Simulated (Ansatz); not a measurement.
CCSD(T) against full CI for several species

Each species is computed at the geometry given (Å), with frozen cores, in Ansatz 0.2.0: RHF-CCSD(T) for singlets, UHF-CCSD(T) otherwise, and full CI in the same basis. The program picks the determinant by trial CCSD, so it needn't be the lowest Hartree–Fock solution. States: GeH⁺ Σ⁺ or Δ, PH4 A1, B2H Π, CH2 A'', CH2 A'. Cases whose determinant has another symmetry than full CI's state, or whose (Q) step broke down, weren't drawn. No relativity is included.

**Question.** Judging by size, spin and bonding, rank them by the size of CCSD(T)'s error in total energy against full CI in the same basis, smallest first (an estimate).
A. CH2, singlet, cc-pVDZ: C 0.000 -0.119 0.022; H 0.000 0.837 -1.150; H 0.000 0.584 0.884
B. CH$_{2}$, triplet, cc-pVDZ: C 0.000 -0.062 0.007; H 0.000 0.392 -1.084; H 0.000 0.352 1.003
C. PH₄, doublet, 6-31G: P 0.067 0.000 0.000; H 0.238 0.000 -2.231; H -1.271 1.588 0.000; H -1.271 -1.588 0.000; H 0.238 0.000 2.231
D. B2H, doublet, 6-31G: B 0.000 0.000 0.437; B 0.000 0.000 -2.051; H 0.000 0.000 1.614
E. GeH⁺, singlet, cc-pVQZ: Ge 0.000 0.000 0.000; H 0.000 0.000 2.601

**Answer.** B (12.8 meV), E (19.6 meV), A (28.3 meV), D (110.3 meV), C (158.2 meV).

```json
{"species": "CH2, triplet", "basis": "cc-pVDZ", "correlated electrons": "6", "CCSD(T) − full CI (meV)": "12.8", "CCSDT(Q) − full CI (meV)": "-0.7", "unpaired electrons (full CI)": "2.02", "T1": "0.010", "⟨S²⟩ of the determinant": "2.02"}
{"species": "GeH⁺, singlet", "basis": "cc-pVQZ", "correlated electrons": "4", "CCSD(T) − full CI (meV)": "19.6", "CCSDT(Q) − full CI (meV)": "0.4", "unpaired electrons (full CI)": "0.48", "T1": "0.033", "⟨S²⟩ of the determinant": "0.00"}
{"species": "CH2, singlet", "basis": "cc-pVDZ", "correlated electrons": "6", "CCSD(T) − full CI (meV)": "28.3", "CCSDT(Q) − full CI (meV)": "1.1", "unpaired electrons (full CI)": "0.12", "T1": "0.014", "⟨S²⟩ of the determinant": "0.00"}
{"species": "B2H, doublet", "basis": "6-31G", "correlated electrons": "7", "CCSD(T) − full CI (meV)": "110.3", "CCSDT(Q) − full CI (meV)": "-4.3", "unpaired electrons (full CI)": "1.26", "T1": "0.105", "⟨S²⟩ of the determinant": "1.12"}
{"species": "PH4, doublet", "basis": "6-31G", "correlated electrons": "9", "CCSD(T) − full CI (meV)": "158.2*", "CCSDT(Q) − full CI (meV)": "29.2", "unpaired electrons (full CI)": "1.59", "T1": "0.123", "⟨S²⟩ of the determinant": "2.30"}
```

Unpaired electrons are Σ n²(2−n)² over natural occupations; an open shell counts its own unpaired electrons too. Frozen cores follow each run's orbitals, which moves totals by a few meV. An asterisk marks runs whose energy the program itself flagged as in doubt.
